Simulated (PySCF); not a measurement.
Compound: 2-chloro-2-methylbutane, C5H11Cl.
Numbering: `[CH3:1][CH2:2][C:3]([CH3:4])([CH3:5])[Cl:6]` (hydrogens: H7, H8, H9 on C1; H10, H11 on C2; H12, H13, H14 on C4; H15, H16, H17 on C5)

Cartesian coordinates in Å at the PBE0-D3(BJ)/def2-SVP level; atoms count from 1:
```xyz
17
C5H11Cl angstrom
C      2.2449   -0.0256   -0.4955
C      1.1288    0.8532    0.0413
C     -0.0594    1.0846   -0.8939
C     -0.6868   -0.2068   -1.3908
C     -1.0913    1.9858   -0.2363
Cl     0.5586    1.9831   -2.3676
H      1.9178   -1.0647   -0.6502
H      3.0894   -0.0489    0.2087
H      2.6147    0.3620   -1.4563
H      1.5318    1.8406    0.3180
H      0.7190    0.4171    0.9701
H      0.0306   -0.8097   -1.9630
H     -1.5483    0.0058   -2.0394
H     -1.0367   -0.8025   -0.5318
H     -1.5174    1.4802    0.6453
H     -0.6350    2.9305    0.0920
H     -1.9092    2.2190   -0.9324
```

Linear response at PBE0/def2-SVPD (PySCF, frozen core in the response, non-relativistic).

Static isotropic polarisability: 76.87 au (11.39 Å³), principal values 71.8, 79.0, 79.9 au.

What is the polarisability at 1064 nm and at the sodium D line?

77.40 au at 1064 nm (+0.7 %), 78.62 au at 589.3 nm (+2.3 %). The rise at 589.3 nm is 3.33 times that at 1064 nm; a pure ω² law gives 3.26. The lowest singlet lies at 174 nm, shorter than both wavelengths.

What is the isotropic C6 coefficient between two such molecules, C6 = (3/π)∫α(iω)² dω?

2590 au (Eh·bohr⁶) by a ten-point quadrature over imaginary frequencies, which is 1550 eV·Å⁶ or 149 J·nm⁶/mol.

Which effective excitation energy ω̄ makes London's formula C6 = (3/4)α²ω̄ exact here?

ω̄ = 4·C6/(3α²) = 0.584 Eh = 15.9 eV. A one-pole form α(ω) = α/(1 − ω²/ω̄²) fitted to the 1064 nm value gives 14.2 eV.

The lowest 6 singlets have (eV, f): 7.12, 0.003; 7.15, 0.002; 7.81, 0.036; 7.85, 0.037; 8.62, 0.001; 8.66, 0.005. What share of the static polarisability do they carry in the sum over states α = Σ f/ω²?

1.03 au, 1.3 % of α; the largest term, 0.45 au, is that of the state at 7.85 eV. Their oscillator strengths add up to 0.09. Higher states carry the rest.

How anisotropic is the static polarisability, by Δα² = ½[(α1 − α2)² + (α2 − α3)² + (α3 − α1)²]?

Δα = 7.7 au, or 0.10 of the isotropic value.

What molar refraction at the D line follows from R = (4π/3)·N_A·α′, with α′ the polarisability volume?

α′ = 11.65 Å³ gives R = 29.39 cm³/mol, for isolated, non-vibrating species.

What three-body coefficient follows from the one-pole estimate C9 = (3/4)·α·C6?

149000 au. This is an estimate from the two numbers above, not a computed integral.

What does −C6/R⁶ come to at R = 10 Å between centres?

-150 J/mol. This is the leading, orientation-averaged term; C8 and higher terms are left out.

How many electrons N does the Slater–Kirkwood formula C6 = (3/4)·√N·α^(3/2) need to give this C6?

N = (4·C6/3)²/α³ = 26.3; the species has 58 electrons in all.

One conformer stands for the species.
